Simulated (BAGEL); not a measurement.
# CH3NO (Nitrosomethane) at 4 levels

We compute a comparison of 4 runs (B3LYP/6-31G*, B3LYP/def2-TZVP, PBE0/def2-TZVP, RI-MP2/def2-TZVP) of CH3NO (Nitrosomethane). 

Program for the calculation: BAGEL 1.2.2.

## 1. The structure to begin with

CH3NO: 6 atoms, total charge 0, spin state singlet. As SMILES, `CN=O`. The shape is that of a PBE0-D4/def2-TZVP optimisation.

Bond lengths: C1–N2 1.468 Å, N2–O3 1.193 Å, C1–H4 1.094 Å, C1–H5 1.094 Å, C1–H6 1.092 Å. Angles: C1–N2–O3 113.9°, N2–C1–H4 106.8°, N2–C1–H5 106.8°, N2–C1–H6 111.9°, H4–C1–H5 107.0°, H4–C1–H6 112.0°, H5–C1–H6 112.0°.

## 2. The energy at B3LYP/6-31G(d) (density fitting with cc-pvqz-jkfit, spherical functions) (run 1)

File job.json:

```json
{ "bagel" : [

{
  "title" : "molecule",
  "basis" : "6-31gs.json",
  "df_basis" : "cc-pvqz-jkfit",
  "angstrom" : "true",
  "geometry" : [
    { "atom" : "C", "xyz" : [   -0.173320,    0.295060,   -0.257500 ] },
    { "atom" : "N", "xyz" : [   -0.093510,   -0.930080,    0.547430 ] },
    { "atom" : "O", "xyz" : [    0.960290,   -1.089300,    1.083500 ] },
    { "atom" : "H", "xyz" : [   -0.434830,   -0.011430,   -1.274170 ] },
    { "atom" : "H", "xyz" : [   -1.017200,    0.873040,    0.129410 ] },
    { "atom" : "H", "xyz" : [    0.758570,    0.862730,   -0.228690 ] }
  ]
},
{
  "title" : "ks",
  "xc_func" : "b3lyp"
},
{
  "title" : "print",
  "file" : "orbitals.molden",
  "orbitals" : "true"
}

]}
```

The basis set 6-31G* is read from a file made from the Basis Set Exchange's data (not shown).

Command:

```console
$ BAGEL_NUM_THREADS=1 BAGEL job.json > job.out
```

The program printed:

```text
* using 1 threads per process

  ===============================================================
  ===============================================================

  *** Geometry ***

[... 19 lines left out ...]
    * Removing 9916 points whose weight is below 1.00e-10
[... 2 lines left out ...]
  === Nuclear Repulsion ===
    70.9280127314

       - DIIS with orbital gradients will be used.

  === KS iteration (b3lyp / 6-31gs.json) ===
      0       -146.05016410          0.16425567           0.14
      1       -126.00197572          0.22169803           0.11
      2       -140.33454786          0.20490102           0.10
[... 14 lines of this table left out ...]
     17       -169.78983736          0.00000001           0.10
    * SCF iteration converged.

    * Permanent dipole moment:
           (    0.291341,    -0.677765,     0.547663) a.u.

    * METHOD: KS                                   2.02

    * METHOD: PRINT                                0.01

  ===============================================================
```

Wall time 2.3 s (1 thread of Arm Neoverse V1, shared host); peak memory 0.2 GiB.

## 3. The energy at B3LYP/def2-TZVP (density fitting with cc-pvqz-jkfit) (run 2)

File dft.json:

```json
{ "bagel" : [

{
  "title" : "molecule",
  "basis" : "def2-tzvp.json",
  "df_basis" : "cc-pvqz-jkfit",
  "angstrom" : "true",
  "geometry" : [
    { "atom" : "C", "xyz" : [      -0.173320,       0.295060,      -0.257500 ] },
    { "atom" : "N", "xyz" : [      -0.093510,      -0.930080,       0.547430 ] },
    { "atom" : "O", "xyz" : [       0.960290,      -1.089300,       1.083500 ] },
    { "atom" : "H", "xyz" : [      -0.434830,      -0.011430,      -1.274170 ] },
    { "atom" : "H", "xyz" : [      -1.017200,       0.873040,       0.129410 ] },
    { "atom" : "H", "xyz" : [       0.758570,       0.862730,      -0.228690 ] }
  ]
},

{ "title" : "ks", "xc_func" : "b3lyp" },

{ "title" : "print", "file" : "orbitals.molden", "orbitals" : "true" }

]}
```

The basis set def2-TZVP is read from a file made from the Basis Set Exchange's data (not shown).

Command:

```console
$ BAGEL_NUM_THREADS=1 BAGEL dft.json > dft.out
```

The program printed:

```text
* using 1 threads per process

  ===============================================================
  ===============================================================

  *** Geometry ***

[... 19 lines left out ...]
    * Removing 9916 points whose weight is below 1.00e-10
[... 2 lines left out ...]
  === Nuclear Repulsion ===
    70.9280127314

       - DIIS with orbital gradients will be used.

  === KS iteration (b3lyp / def2-tzvp.json) ===
      0       -134.56604309          0.17141736           0.28
      1       -125.93235848          0.17151726           0.29
      2       -133.70111323          0.18413824           0.28
[... 14 lines of this table left out ...]
     17       -169.86867719          0.00000000           0.28
    * SCF iteration converged.

    * Permanent dipole moment:
           (    0.299364,    -0.711997,     0.572502) a.u.

    * METHOD: KS                                   5.55

    * METHOD: PRINT                                0.03

  ===============================================================
```

Run time: 6 s. Hardware: 1 thread of Arm Neoverse V1, shared host; peak memory 0.42 GiB.

Run 3 isn't shown in full; the table further down has it.

## 4. The energy at RI-MP2/def2-TZVP (density fitting with cc-pvqz-jkfit) (run 4)

File job.json:

```json
{ "bagel": [

{
  "title": "molecule",
  "basis": "def2-tzvp.json",
  "df_basis": "cc-pvqz-jkfit",
  "angstrom": "true",
  "geometry": [
    { "atom": "C", "xyz": [      -0.173320,       0.295060,      -0.257500 ] },
    { "atom": "N", "xyz": [      -0.093510,      -0.930080,       0.547430 ] },
    { "atom": "O", "xyz": [       0.960290,      -1.089300,       1.083500 ] },
    { "atom": "H", "xyz": [      -0.434830,      -0.011430,      -1.274170 ] },
    { "atom": "H", "xyz": [      -1.017200,       0.873040,       0.129410 ] },
    { "atom": "H", "xyz": [       0.758570,       0.862730,      -0.228690 ] }
  ]
},

{
  "title": "hf"
},

{
  "title": "mp2",
  "ncore": 3
}

]}
```

The basis set def2-TZVP is read from a file made from the Basis Set Exchange's data (not shown).

Command:

```console
$ BAGEL_NUM_THREADS=1 BAGEL job.json > job.out
```

The program printed:

```text
* using 1 threads per process

  ===============================================================
  ===============================================================

  *** Geometry ***

[... 30 lines left out ...]
    * SCF iteration converged.
[... 1 line left out ...]
    * Permanent dipole moment:
[... 2 lines left out ...]
    * METHOD: HF                                   0.95

  *** RHF ***

  === Nuclear Repulsion ===
    70.9280127314

      * DIIS with orbital gradients will be used.

  === RHF iteration (def2-tzvp.json) ===
      0       -168.90046554          0.00000000           0.05
    * SCF iteration converged.

    * Permanent dipole moment:
           (    0.356720,    -0.761095,     0.627117) a.u.

  === DF-MP2 calculation ===

    * freezing 3 orbitals
    * 3-index integral transformation done
    * assembly done

      MP2 correlation energy:   -0.5943099761      0.05

      MP2 total energy:       -169.4947755123

    * METHOD: MP2                                  0.16

  ===============================================================
```

Run time: 1.5 s. Hardware: 1 thread of Arm Neoverse V1, shared host.

## 5. The series

```
run                                                                   level  frozen core orbitals  energy (Eh)  dipole moment (D)  HOMO energy (eV)  LUMO energy (eV)  wall time
  1  B3LYP/6-31G* (density fitting with cc-pvqz-jkfit, spherical functions)                     –  -169.789837               2.34             -6.01             -2.10      2.3 s
  2                    B3LYP/def2-TZVP (density fitting with cc-pvqz-jkfit)                     –  -169.868677               2.44             -6.43             -2.51        6 s
  3                     PBE0/def2-TZVP (density fitting with cc-pvqz-jkfit)                     –  -169.673115               2.43             -6.64             -2.17        6 s
  4                   RI-MP2/def2-TZVP (density fitting with cc-pvqz-jkfit)                     3  -169.494776                  –                 –                 –      1.5 s
```

## 6. Results

```
                                          quantity          value
                               run 4: total energy  -169.49478 Eh
run 4: correlation energy (3 core orbitals frozen)     -594.3 mEh
```

In words: Over runs 1, 2, 3 the dipole moment (its size) runs from 2.34 D (B3LYP/6-31G*) to 2.44 D (B3LYP/def2-TZVP). Over runs 1, 2, 3 the HOMO–LUMO gap runs from 3.92 eV (B3LYP/6-31G*) to 4.47 eV (PBE0/def2-TZVP). The two ends differ in method and basis. Totals of different functionals can't be ranked against each other. All runs together took 16 s, the longest 6 s.
